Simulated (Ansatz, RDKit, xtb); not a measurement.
# C4H8FN: which of the isomers drawn lies lowest?

A sample of isomers of C4H8FN is drawn. Aim: find which of them has the lowest free energy at 298.15 K, then its properties. The sample is small against all isomers, and the most stable one of this formula need not be in it.

Plan: many cheap relaxations first (GFN2-xTB), then density-functional screening, relaxation at B3LYP-D3(BJ)/def2-SVP, vibrations (at GFN2-xTB) and a final energy. The numbers are computed, not measured.

## (1) Possible bonding patterns

Isomers were taken from a list of plausible structures; this is a sample, not all of them. That gives 14 candidates.

| label | SMILES | spin |
| --- | --- | --- |
| c062 | CC/N=C\CF | singlet |
| c206 | N[C@@H]1C[C@H]1CF | singlet |
| c236 | FCC[C@@H]1CN1 | singlet |
| c302 | FCC1CNC1 | singlet |
| c396 | CC(=N)CCF | singlet |
| c423 | C=C(F)N(C)C | singlet |
| c466 | CN(C)/C=C\F | singlet |
| c538 | CC1(F)CNC1 | singlet |
| c710 | F[C@@H]1CCNC1 | singlet |
| c809 | CC[C@H](F)C=N | singlet |
| c812 | NC[C@@H]1C[C@@H]1F | singlet |
| c932 | N[C@H]1C[C@H](F)C1 | singlet |
| c939 | CC(=N)[C@H](C)F | singlet |
| c970 | NC[C@@H]1C[C@H]1F | singlet |

Candidates are built by distance geometry, with a force field where one applies, in up to four conformers (letters a to d).

Q: Predict the outcome of this search (final energies at CCSD(T)/def2-SVP + MP2/def2-TZVPP - MP2/def2-SVP).

| quantity | value |
| --- | --- |
| lowest structure found | CC(=N)[C@H](C)F, singlet |
| next finalist | CC(=N)CCF, singlet, 3.1 kcal/mol higher in G |
| share at equilibrium, among the finalists | 99.5 % |

The search ends on `CC(=N)[C@H](C)F`. Among the finalists first place is clear (3.1 kcal/mol); structures outside the list aren't covered. r2SCAN-D4/def2-SVP, B3LYP-D3(BJ)/def2-SVP, HF/def2-SVP and MP2/def2-SVP already put its bonding pattern lowest among the structures in one piece; GFN2-xTB and HF/STO-3G favour the singlet F[C@@H]1CCNC1. 22 minima inside the window were never screened. Lowest found is not proven lowest: the search is finite, and each finalist counts with one conformer. Only 14 drawn patterns were tried, so whole families of isomers are missing, and the result ranks this sample alone. The lowest isomer need not be the one that is made and kept in a bottle, which depends on barriers.
